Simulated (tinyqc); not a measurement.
Starting guesses with plain Roothaan steps: SCF starting guesses in the sto-6g basis, for BH2+, spin multiplicity 1. Computed by the program tinyqc with PySCF. 

Geometry (angstrom):
```
atom       x        y       z
B     0.0000   0.0000  0.0000
H     0.0000   1.2430  0.4510
H     0.0000  -1.1980  0.4350
```

lowest restricted solution found by these runs and by PySCF = -25.391515 hartree

RHF with one setting changed at a time; a run stops when the energy changes by less than 1e-09 hartree and the error matrix is below 1e-5. Starts: the lowest orbitals of the core Hamiltonian, of the Wolfsberg-Helmholz matrix (K = 1.75), projected atomic densities, random orbitals, and the highest orbitals of the core Hamiltonian (a deliberately bad start).

Largest element of the error matrix X^T (FDS - SDF) X:
```
iteration     core  Wolfsberg-Helmholz  atomic densities   random  highest core orbitals
1          5.9e-01             3.1e-01           4.2e-01  6.7e+00                1.5e-01
2          6.3e-02             4.2e-02           6.6e-02  5.2e-01                3.8e-01
3          2.1e-02             1.6e-02           2.0e-02  1.8e-01                3.6e-01
4          7.1e-03             5.7e-03           6.3e-03  9.8e-02                3.9e-02
5          2.4e-03             2.1e-03           2.0e-03  5.5e-02                9.7e-03
6          8.3e-04             7.4e-04           6.8e-04  3.2e-02                2.7e-03
8          1.1e-04             1.1e-04           8.7e-05  1.0e-02                2.7e-04
10         2.7e-05             2.8e-05           1.2e-05  3.5e-03                9.1e-05
14               -                   -                 -  3.9e-04                1.0e-05
20               -                   -                 -  1.4e-05                      -
```

How each run ends:
```
run                    iterations  E (hartree)         state
core                           12    -25.39152  lowest found
Wolfsberg-Helmholz             12    -25.39152  lowest found
atomic densities               11    -25.39152  lowest found
random                         21    -25.39152  lowest found
highest core orbitals          15    -25.39152  lowest found
```

5 of 5 runs reach the lowest restricted solution found, in 11 to 21 iterations (fastest: atomic densities). The first errors are 6e-01, 3e-01, 4e-01, 7e+00, 1e-01; the deliberately bad start has the smallest one, so a small first error does not mark a good start.
